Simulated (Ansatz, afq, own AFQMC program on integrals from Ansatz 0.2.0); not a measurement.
Integrals from Ansatz 0.2.0, then the random walk in our own AFQMC program (afq).

```yaml
crystal:
  periodic: [false, false, false]
  atoms:
    - {symbol: Hf, position_ang: [-0.091129, 0.091181, 0.090805]}
    - {symbol: Cl, position_ang: [1.246651, 1.431760, 1.429774]}
    - {symbol: Cl, position_ang: [-1.432200, -1.245827, 1.430051]}
    - {symbol: Cl, position_ang: [-1.428274, 1.428819, -1.251734]}
    - {symbol: Cl, position_ang: [2.072614, -2.073807, -2.065252]}
basis:
  gaussian: {orbitals: def2-SVP}
magnetization: {spin_polarized: false}
correlation: {method: ccsd_t, electrons: outside_noble_gas, hamiltonian_folder: ham}
```

```sh
$ ansatz run in.yaml --threads 1 --pin off --events-out ev --progress --plain --max-ram 24576MiB --backend cuda --devices 0, --max-vram 18GiB
```

afq runs on the folder ham with

```
--method phaseless --trial cisd --walkers 2000 --populations 20 --least-time 60 --time-step 0.005 --steps-per-block 50 --equilibration-blocks 40 --max-blocks 4000 --target-error 0.00068 --factor-cut 1e-05 --seed 1075 --release-times 0.24,0.48,0.8,1.2 --release-step 0.04 --release-every 5 --taylor-order 6
```

Times are imaginary, in 1/Eh. The walk had a cap of 367 s. With eight or more populations the least sampling time is a fifth of least-time, and the error comes from their spread. Core potentials past Kr, no spin–orbit coupling.

Log:

```
orbitals 80  electrons 16 16  factors 659 of 956
reference energy -1885.09103045 Eh
CCSD correlation -0.66310818 Eh in 17 cycles, weight of the determinant in the CISD state 0.7469
energy of the start -1885.754137 Eh
 block  time / (1/Eh)  mean weight  energy / Eh
     1     0.250  0.9991  -1885.722501
     2     0.500  1.0002  -1885.734499
     3     0.750  0.9994  -1885.747344
     4     1.000  0.9997  -1885.756242
     5     1.250  1.0003  -1885.763018
     7     1.750  0.9999  -1885.769995
     9     2.250  0.9998  -1885.770453
    13     3.250  1.0001  -1885.774711
    19     4.750  1.0007  -1885.773909
    25     6.250  1.0003  -1885.781894
    31     7.750  1.0006  -1885.776743
    37     9.250  1.0002  -1885.777859
    43    10.750  1.0004  -1885.777666
    46    11.500  1.0000  -1885.774618
    49    12.250  1.0005  -1885.779033
    55    13.750  0.9990  -1885.781350
    61    15.250  1.0003  -1885.781864
    67    16.750  0.9991  -1885.778375
    73    18.250  0.9996  -1885.777456
    79    19.750  1.0001  -1885.780109
    85    21.250  1.0002  -1885.781002
    91    22.750  0.9994  -1885.780967
    97    24.250  0.9996  -1885.786579
   103    25.750  1.0009  -1885.782378
   109    27.250  0.9989  -1885.781975
   115    28.750  1.0003  -1885.782434
   121    30.250  0.9998  -1885.777906
   127    31.750  1.0003  -1885.782016
   133    33.250  1.0002  -1885.777192
   139    34.750  1.0001  -1885.782830
   145    36.250  1.0005  -1885.778086
   148    37.000  0.9998  -1885.780902
error from the spread of 20 populations
released: time / (1/Eh)  energy / Eh  error  mean overlap
  0.24  -1885.780465  0.000593  0.9975
  0.48  -1885.779543  0.000952  1.0022
  0.80  -1885.780846  0.001006  0.9951
  1.20  -1885.782534  0.001312  0.9879
energy -1885.780051 +/- 0.000554 Eh
(rows thinned)
```

The run passed its tests (sampling time, drift between the halves within three errors, error under three times the target), which doesn't prove that it has relaxed.

Against this walk (error 15.1 meV) on the same determinant: CCSD(T) 81.4 meV higher. The error is statistical and leaves out the bias of the constraint. None of these is a sure reference here. Released to 0.80 1/Eh the energy moves by -22 ± 31 meV (both errors), within twice the noise.

Cautions: constraint bias not in the error; no spin-orbit coupling; outer-core shells of the metal frozen; higher spins were not checked; restricted determinant unstable towards unrestricted (UHF 84 meV lower, ⟨S²⟩ 0.62).

The walk took 3.5 min on 1 × NVIDIA H100 80GB HBM3 with 2 threads of AMD EPYC 7R13 Processor (Zen 3), with other jobs on the host (the card was shared). The log's last line is the phaseless energy.

A walk keeps the symmetry of its determinant, which the program's search chose and which needn't be the lowest solution, so a lower state of the same spin and another symmetry isn't excluded.
